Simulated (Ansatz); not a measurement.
Species: difluoromethane, CH2F2, charge 0, multiplicity 1. SMILES: FCF
Coordinates optimised at B3LYP-D3(BJ)/def2-TZVP (Ansatz, a quantum-chemistry and plane-wave program):
```
C
F 1 1.3618
F 1 1.3618 2 108.56
H 1 1.0913 2 108.69 3 -118.06
H 1 1.0913 4 113.42 3 -121.01
```

Quantity: atomisation energy (electronic, to ground-state atoms), in eV. Correlated levels leave the core frozen unless marked. Open shells are spin-unrestricted. No spin-orbit coupling. Non-relativistic. The coupled-cluster limit lacks core correlation, which all-electron functionals hold. Basis-set limits of correlation are two-point, X^-3; Hartree-Fock from the larger set.

```json
[
 {"level": "wB97X/def2-TZVPD", "program": "Ansatz", "atomisation energy (eV)": "18.92", "minus last row": "-0.04"},
 {"level": "PBE-QIDH/def2-TZVPD", "program": "Ansatz", "atomisation energy (eV)": "18.71", "minus last row": "-0.25"},
 {"level": "RPA@PBE/cc-pVTZ", "program": "Ansatz", "atomisation energy (eV)": "17.29", "minus last row": "-1.67"},
 {"level": "CCSD(T)/aug-cc-pVDZ", "program": "Ansatz", "atomisation energy (eV)": "17.73", "minus last row": "-1.23"},
 {"level": "CCSD(T)/cc-pVDZ", "program": "Ansatz", "atomisation energy (eV)": "17.31", "minus last row": "-1.65"},
 {"level": "CCSD(T)/cc-pVTZ", "program": "Ansatz", "atomisation energy (eV)": "18.45", "minus last row": "-0.51"},
 {"level": "CCSD(T)/CBS(cc-pVTZ,cc-pVQZ)", "program": "Ansatz", "atomisation energy (eV)": "18.96", "minus last row": "0.00"}
]
```
